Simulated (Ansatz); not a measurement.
Si2, triplet in 6-31G: errors against full CI

Geometry: a point of a stretch scan, not a stationary point.

```xyz
2

Si    0.0000    0.0000    0.0000
Si    0.0000    0.0000    1.8090
```

Basis 6-31G; Ansatz 0.2.0. Only valence electrons are correlated (noble-gas cores frozen), which leaves 8 electrons in 16 orbitals. Prefix R: restricted or restricted open-shell reference; prefix U: unrestricted. Active spaces: pair = (4e, 4o) about the gap; valence = (8e, 8o) chosen from the atoms' valence shells.

Full CI is exact within this basis and frozen core; it isn't the basis-set limit. The frozen core follows each run's orbitals, which can shift R against U totals by a few meV.

For open shells CISD and CISDTQ are restricted-active-space CI with the open shells as a complete middle space.

```
UHF ⟨S²⟩                          : 2.027
T1 diagnostic (RCCSD)             : 0.0152
largest doubles amplitude (RCCSD) : 0.116
T1 diagnostic (UCCSD)             : 0.0158
```

```csv
level,E − E(RHF) (eV)
RMP2,-2.3977
UMP2,-2.3259
RCCSD,-2.7690
UCCSD,-2.7758
RCCSD(T),-2.8569
UCCSD(T),-2.8590
```

Problem. Estimate how far full CI in 6-31G lies from RCCSD(T). The table doesn't fix it; the size of (T) and the diagnostics are the guide.

Solution. Full CI in 6-31G lies 4.4 kJ/mol below RCCSD(T), which is 52 % of the (T) step (-8.5 kJ/mol). The diagnostics give no warning, yet the rest is a sizeable part of (T). The miss exceeds 1 kcal/mol.

The other levels:

| level | E − E(full CI) (kJ/mol) | share of correlation (%) | wall time |
| --- | --- | --- | --- |
| CISD | 25.7 | 90.82 | 1.1 s |
| BCCD(T) | 4.4 | 98.42 | 1.1 s |
| RCCSDT | 2.4 | 99.13 | – |
| UCCSDT | 2.3 | 99.16 | – |
| CISDTQ | 0.7 | 99.75 | 2.8 s |
| RCCSDT(Q) | 0.4 | 99.86 | 3.5 s |
| UCCSDT(Q) | 0.4 | 99.84 | 3.8 s |
| RCCSDTQ | 0.2 | 99.93 | 17 s |
| UCCSDTQ | 0.2 | 99.94 | 17 s |
| CASSCF (valence space) | 74.8 | 73.29 | – |
| NEVPT2 (valence space) | 22.8 | 91.85 | 2 s |
| MRCISD (valence space) | 2.2 | 99.23 | – |
| MRCISD+Q (valence space) | 0.2 | 99.93 | 2.6 s |

The correlation energy at full CI, counted from RHF, is -2.902 eV. That run took 5.5 s on 1 thread of Arm Neoverse V2, shared host over 413,952 determinants.

Run but not shown, since their state or frozen core can't be matched to the reference's or they repeat it: UHF, CASSCF (pair space), NEVPT2 (pair space), MRCISD (pair space), MRCISD+Q (pair space).

Times hold each run's SCF and search for its determinant on a shared host, so for small cases they say little of a method's own cost; they ran on 1 thread of Arm Neoverse V2.

The full-CI state has the irrep B2u of D2h, in the program's axes (one component, if the state is degenerate).

Natural occupations of full CI about the gap: 1.978 1.916 1.903 1.023 0.977 0.086 0.059 0.021 0.010 0.008; effectively unpaired electrons, Σ n²(2−n)², 2.10.
